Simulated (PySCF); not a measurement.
Pyrrole, C₄H₅N.
InChI=1S/C4H5N/c1-2-4-5-3-1/h1-5H

Method: B3LYP/def2-SVPD in PySCF (dipole) on a GFN2-xTB geometry, gas phase.

Take the most abundant isotopes and a rigid rotor. 

Problem. What are A, B and C (MHz)?

Solution. Ia = 53.86, Ib = 55.40, Ic = 109.26 u·Å²; 505379 MHz·u·Å²/I gives A = 9383, B = 9122, C = 4625 MHz.

Problem. Classify the top.

Solution. An asymmetric top. Ray's parameter κ = (2B − A − C)/(A − C) = 0.890; −1 is the prolate and +1 the oblate limit.

Problem. What does the inertial defect say?

Solution. Planar: Δ = Ic − Ia − Ib = 0.00 u·Å². For a rigid frame Δ = −2 Σ m c², so it vanishes when all atoms lie in the ab plane; here none is more than 0.01 Å from it.

Problem. Give the coordinates in the principal-axis frame, origin at the centre of mass.

Solution. The sense of each axis is arbitrary; atoms in the order of the calculation.
| atom | mass (u) | a (Å) | b (Å) | c (Å) |
| --- | --- | --- | --- | --- |
| C1 | 12.000 | 0.974 | -0.708 | 0.000 |
| C2 | 12.000 | 0.980 | 0.701 | 0.000 |
| C3 | 12.000 | -0.325 | 1.110 | 0.000 |
| N4 | 14.003 | -1.115 | 0.004 | 0.000 |
| C5 | 12.000 | -0.333 | -1.107 | 0.000 |
| H6 | 1.008 | 1.834 | -1.348 | 0.000 |
| H7 | 1.008 | 1.845 | 1.334 | 0.000 |
| H8 | 1.008 | -0.745 | 2.096 | 0.001 |
| H9 | 1.008 | -2.121 | 0.008 | -0.001 |
| H10 | 1.008 | -0.761 | -2.091 | 0.000 |

Problem. List the rotational levels J(Ka,Kc) to J = 2 (cm⁻¹).

Solution. Above 0(0,0):
J = 1: 1(0,1) 0.4586, 1(1,1) 0.4673, 1(1,0) 0.6173
J = 2: 2(0,2) 1.2340, 2(1,2) 1.2344, 2(1,1) 1.6844, 2(2,1) 1.7105, 2(2,0) 1.8521

Problem. Which lines would a microwave search look for?

Solution. The dipole components are |μa| = 1.88 D, |μb| = 0.00 D, |μc| = 0.00 D; the symmetry axis of this C2v structure is a, so μb and μc vanish by symmetry and there are no b-type or c-type lines. Some lines, for components of 0.1 D or more:

```json
{"type": "a", "branch": "Q", "J(Ka,Kc)": "2(2,0) ← 2(2,1)", "MHz": "4247", "lower level (cm⁻¹)": "1.710"}
{"type": "a", "branch": "Q", "J(Ka,Kc)": "1(1,0) ← 1(1,1)", "MHz": "4497", "lower level (cm⁻¹)": "0.467"}
{"type": "a", "branch": "Q", "J(Ka,Kc)": "2(1,1) ← 2(1,2)", "MHz": "13490", "lower level (cm⁻¹)": "1.234"}
{"type": "a", "branch": "R", "J(Ka,Kc)": "1(0,1) ← 0(0,0)", "MHz": "13747", "lower level (cm⁻¹)": "0.000"}
{"type": "a", "branch": "R", "J(Ka,Kc)": "2(1,2) ← 1(1,1)", "MHz": "22998", "lower level (cm⁻¹)": "0.467"}
{"type": "a", "branch": "R", "J(Ka,Kc)": "2(0,2) ← 1(0,1)", "MHz": "23248", "lower level (cm⁻¹)": "0.459"}
{"type": "a", "branch": "R", "J(Ka,Kc)": "2(1,1) ← 1(1,0)", "MHz": "31991", "lower level (cm⁻¹)": "0.617"}
```

No frequency check. No vibrational averaging or centrifugal distortion is included, and the geometry carries the error of its method. Quadrupole hyperfine structure (14N) is left out.
